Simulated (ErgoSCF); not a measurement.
# HCl (hydrogen chloride): a chain of runs

Wanted: the response to a field (HF/3-21G), then the response to a field (HF/6-31G), then the response to a field (HF/6-31+G*), then the polarisability (HF/6-31++G**), then the polarisability (HF/6-311++G**), then the response to a field (HF/6-311++G(2d,2p)), then the polarisability (HF/6-311++G(3df,3pd)) of HCl (hydrogen chloride). 

Program for the calculation: ErgoSCF 3.8.

## Step 1: The structure to begin with

The species is HCl (2 atoms), meant as a singlet with charge 0. SMILES: `Cl`. Geometry: relaxed at PBE0-D4/def2-TZVP.

Bond lengths: Cl1–H2 1.279 Å.

## Step 2: The response to a field at HF/3-21G (run 1)

File run.inp:

```
set_nthreads("env")
scf.use_diagonalization = 1
basis = "3-21G"
scf.max_number_of_iterations = 70
scf.output_mulliken_pop = 1
tmpdir = "."
lr.convergence_threshold = 0.0001
lr.max_iterations = 30
molecule_inline Angstrom
Cl 0.546000 -0.178500 0.280800
H  -0.546000 0.178500 -0.280800
EOF
get_polarisability "HF" all 0.0428
```

The basis set 3-21G is read from a file made from the Basis Set Exchange's data (not shown).

Started as:

```sh
$ ergo < run.inp
```

Standard output:

```text
[...]
INSC SCF_general constructor, number of basis functions: 15
[...]
INSC Energy   1 =       -353.44619502443
[...]
INDE E_LUMO =          0.17170479277
[...]
INSC Energy  10 =       -457.86931155750  ( diff     -0.000000000000284 )
[...]
RESC CONVERGED after  10 iterations.
RESC FINAL ENERGY:       -457.86931155750
[...]
INSC SCF: dipole_moment_x [atomic units] =      -0.62175693
INSC SCF: dipole_moment_y [atomic units] =       0.20326669
INSC SCF: dipole_moment_z [atomic units] =      -0.31976071
[...]
```

The script printed:

```text
Inline main molecule with 2 atoms.
Step  1: ssize:   2 |r|=      1.26943 shift=  0.042800
Step  2: ssize:   4 |r|=     0.297406 shift=  0.042800
Step  3: ssize:   6 |r|=    0.0329493 shift=  0.042800
Step  4: ssize:   8 |r|=   0.00474467 shift=  0.042800
Step  5: ssize:  10 |r|=   0.00118963 shift=  0.042800
Step  6: ssize:  12 |r|=  0.000199413 shift=  0.042800
Response << X | X >> at freq     0.042800000:    -10.35787967
Response << Y | X >> at freq     0.042800000:     2.489382324
Response << Z | X >> at freq     0.042800000:    -3.916070345
Step  1: ssize:   2 |r|=     0.868661 shift=  0.042800
Step  2: ssize:   4 |r|=      0.22624 shift=  0.042800
Step  3: ssize:   6 |r|=    0.0356415 shift=  0.042800
Step  4: ssize:   8 |r|=   0.00808261 shift=  0.042800
Step  5: ssize:  10 |r|=   0.00199185 shift=  0.042800
Step  6: ssize:  12 |r|=  0.000296912 shift=  0.042800
Response << X | Y >> at freq     0.042800000:     2.489385132
Response << Y | Y >> at freq     0.042800000:      -3.5571349
Response << Z | Y >> at freq     0.042800000:     1.280255211
Step  1: ssize:   2 |r|=      1.03724 shift=  0.042800
Step  2: ssize:   4 |r|=     0.264911 shift=  0.042800
Step  3: ssize:   6 |r|=     0.035269 shift=  0.042800
Step  4: ssize:   8 |r|=   0.00666811 shift=  0.042800
Step  5: ssize:  10 |r|=   0.00194145 shift=  0.042800
Step  6: ssize:  12 |r|=  0.000284355 shift=  0.042800
Response << X | Z >> at freq     0.042800000:    -3.916072254
Response << Y | Z >> at freq     0.042800000:     1.280254391
Response << Z | Z >> at freq     0.042800000:    -4.757277419
```

Run time: 0.62 s. Hardware: 1 thread of Arm Neoverse V2, shared host; peak memory 0.26 GiB.

## Step 3: The polarisability at HF/6-31G (run 2)

run.inp, as its differences from that of step 2:

```diff
@@ -2,3 +2,3 @@
 scf.use_diagonalization = 1
-basis = "3-21G"
+basis = "6-31G"
 scf.max_number_of_iterations = 70
```

The basis set 6-31G is read from a file made from the Basis Set Exchange's data (not shown).

Started as:

```sh
$ ergo < run.inp
```

Standard output:

```text
[...]
INSC SCF_general constructor, number of basis functions: 15
[...]
INSC Energy   1 =       -348.94652903024
[...]
INDE E_LUMO =          0.15923286377
[...]
INSC Energy  10 =       -460.03701375107  ( diff     -0.000000000001023 )
[...]
RESC CONVERGED after  10 iterations.
RESC FINAL ENERGY:       -460.03701375107
[...]
INSC SCF: dipole_moment_x [atomic units] =      -0.62847373
INSC SCF: dipole_moment_y [atomic units] =       0.20546256
INSC SCF: dipole_moment_z [atomic units] =      -0.32321506
[...]
```

The script printed:

```text
Inline main molecule with 2 atoms.
Step  1: ssize:   2 |r|=      1.18023 shift=  0.042800
Step  2: ssize:   4 |r|=     0.271364 shift=  0.042800
Step  3: ssize:   6 |r|=    0.0309366 shift=  0.042800
Step  4: ssize:   8 |r|=   0.00504891 shift=  0.042800
Step  5: ssize:  10 |r|=   0.00153135 shift=  0.042800
Step  6: ssize:  12 |r|=  0.000233133 shift=  0.042800
Response << X | X >> at freq     0.042800000:    -10.59748615
Response << Y | X >> at freq     0.042800000:     2.364495112
Response << Z | X >> at freq     0.042800000:    -3.719609117
Step  1: ssize:   2 |r|=     0.758387 shift=  0.042800
Step  2: ssize:   4 |r|=     0.192482 shift=  0.042800
Step  3: ssize:   6 |r|=    0.0296009 shift=  0.042800
Step  4: ssize:   8 |r|=   0.00664236 shift=  0.042800
Step  5: ssize:  10 |r|=   0.00180053 shift=  0.042800
Step  6: ssize:  12 |r|=  0.000304142 shift=  0.042800
Response << X | Y >> at freq     0.042800000:     2.364499996
Response << Y | Y >> at freq     0.042800000:    -4.137921831
Response << Z | Y >> at freq     0.042800000:      1.21602857
Step  1: ssize:   2 |r|=     0.932781 shift=  0.042800
Step  2: ssize:   4 |r|=     0.232496 shift=  0.042800
Step  3: ssize:   6 |r|=    0.0316831 shift=  0.042800
Step  4: ssize:   8 |r|=   0.00622478 shift=  0.042800
Step  5: ssize:  10 |r|=   0.00194145 shift=  0.042800
Step  6: ssize:  12 |r|=  0.000313309 shift=  0.042800
Response << X | Z >> at freq     0.042800000:    -3.719612693
Response << Y | Z >> at freq     0.042800000:     1.216027227
Response << Z | Z >> at freq     0.042800000:    -5.277855479
```

Wall time 1.1 s (1 thread of Arm Neoverse V2, shared host); peak memory 0.26 GiB.

Runs 3 to 6 aren't shown in full; the table further down has their settings and results.

## Step 4: The polarisability at HF/6-311++G(3df,3pd) (run 7)

run.inp, as its differences from that of step 3:

```diff
@@ -2,3 +2,3 @@
 scf.use_diagonalization = 1
-basis = "6-31G"
+basis = "6-311++G(3df,3pd)"
 scf.max_number_of_iterations = 70
```

The basis set 6-311++G(3df,3pd) is read from a file made from the Basis Set Exchange's data (not shown).

Started as:

```sh
$ ergo < run.inp
```

Standard output:

```text
[...]
INSC SCF_general constructor, number of basis functions: 65
[...]
INSC Energy   1 =       -172.00556259339
[...]
INDE E_LUMO =          0.04099222469
[...]
INSC Energy  13 =       -460.10062018392  ( diff     -0.000000000001705 )
[...]
RESC CONVERGED after  13 iterations.
RESC FINAL ENERGY:       -460.10062018392
[...]
INSC SCF: dipole_moment_x [atomic units] =      -0.39629565
INSC SCF: dipole_moment_y [atomic units] =       0.12955819
INSC SCF: dipole_moment_z [atomic units] =      -0.20380919
[...]
```

Standard output:

```text
Inline main molecule with 2 atoms.
Step  1: ssize:   2 |r|=      1.70038 shift=  0.042800
Step  2: ssize:   4 |r|=     0.575343 shift=  0.042800
Step  3: ssize:   6 |r|=     0.120387 shift=  0.042800
Step  4: ssize:   8 |r|=    0.0379322 shift=  0.042800
Step  5: ssize:  10 |r|=   0.00986367 shift=  0.042800
Step  6: ssize:  12 |r|=   0.00268816 shift=  0.042800
Step  7: ssize:  14 |r|=  0.000393109 shift=  0.042800
Step  8: ssize:  16 |r|=  0.000127388 shift=  0.042800
Response << X | X >> at freq     0.042800000:    -16.68067538
Response << Y | X >> at freq     0.042800000:    0.4919933255
Response << Z | X >> at freq     0.042800000:   -0.7739595582
Step  1: ssize:   2 |r|=      1.41162 shift=  0.042800
Step  2: ssize:   4 |r|=     0.544329 shift=  0.042800
Step  3: ssize:   6 |r|=     0.103127 shift=  0.042800
Step  4: ssize:   8 |r|=     0.051911 shift=  0.042800
Step  5: ssize:  10 |r|=    0.0112713 shift=  0.042800
Step  6: ssize:  12 |r|=   0.00253048 shift=  0.042800
Step  7: ssize:  14 |r|=  0.000314143 shift=  0.042800
Response << X | Y >> at freq     0.042800000:    0.4920064317
Response << Y | Y >> at freq     0.042800000:    -15.33659091
Response << Z | Y >> at freq     0.042800000:    0.2530328259
Step  1: ssize:   2 |r|=      1.48612 shift=  0.042800
Step  2: ssize:   4 |r|=     0.554691 shift=  0.042800
Step  3: ssize:   6 |r|=        0.121 shift=  0.042800
Step  4: ssize:   8 |r|=    0.0515006 shift=  0.042800
Step  5: ssize:  10 |r|=    0.0116189 shift=  0.042800
Step  6: ssize:  12 |r|=   0.00261048 shift=  0.042800
Step  7: ssize:  14 |r|=  0.000334042 shift=  0.042800
Response << X | Z >> at freq     0.042800000:   -0.7739752054
Response << Y | Z >> at freq     0.042800000:    0.2530312009
Response << Z | Z >> at freq     0.042800000:    -15.57378453
```

Run time: 19 s. Hardware: 1 thread of Arm Neoverse V2, shared host; peak memory 0.26 GiB.

## Step 5: All runs side by side

```csv
run,level,energy (Eh),dipole moment (D),mean polarisability (bohr³),wall time
1,HF/3-21G,-457.869312,1.85,6.2,0.62 s
2,HF/6-31G,-460.037014,1.87,6.7,1.1 s
3,HF/6-31+G* (spherical functions),-460.059364,1.54,10.0,2 s
4,HF/6-31++G** (spherical functions),-460.065982,1.51,10.2,2.5 s
5,HF/6-311++G**,-460.095432,1.44,10.2,3.3 s
6,"HF/6-311++G(2d,2p)",-460.097627,1.24,12.9,5.1 s
7,"HF/6-311++G(3df,3pd)",-460.100620,1.18,15.9,19 s
```

## Step 6: Outcome

| quantity | value |
| --- | --- |
| run 7, HF/6-311++G(3df,3pd): total energy | -460.10062 Eh |
| run 7, HF/6-311++G(3df,3pd): dipole moment | 1.18 D |
| run 7, HF/6-311++G(3df,3pd): mean polarisability at the frequency typed | 15.9 bohr³ |

What this shows: The dipole moment runs from 1.18 D (HF/6-311++G(3df,3pd)) to 1.87 D (HF/6-31G). All runs together took 33 s, the longest 19 s.
